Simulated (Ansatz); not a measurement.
A made-up structure of CH2ClMg, doublet:

C1  (-0.506, 0.517, -0.366)
Mg2  (0.522, -0.534, 0.376)
Cl3  (1.627, -1.665, 1.177)
H4  (-0.852, 0.266, -1.368)
H5  (-0.792, 1.416, 0.181)
(Å)

It is relaxed with PBE-D4/def2-SVP and then PBE0-D4/def2-TZVP (Ansatz 0.2.0). Atoms count as bonded within 1.22 times the sum of their covalent radii (H–H: 0.88 Å). The end point is not checked to be a true minimum.

(1) Does its bonding change? (A judgement: the text doesn't fix the answer.)

## Answers

(1) By the calculation: No: no bond forms or breaks.

Where it ends: The first stage lowers the energy by 4.25 eV in 7 steps. It ends as CH₂ClMg ([CH2][Mg][Cl]):
C1  (-0.623, 0.639, -0.452)
Mg2  (0.643, -0.660, 0.467)
Cl3  (2.009, -2.056, 1.452)
H4  (-1.042, 0.505, -1.450)
H5  (-0.987, 1.571, -0.017)
(Å)

Labels in which every atom is bracketed show which atoms are joined, not bond orders.

For scale, one of the runs: PBE0-D4/def2-TZVP relaxation, 112 basis functions, launched by `ansatz run in.yaml --threads 2 --pin off --events-out ev --progress --plain --max-ram 4352MiB`. The run took about 5 s on 2 CPU threads of an AMD EPYC 9R45 (shared host).
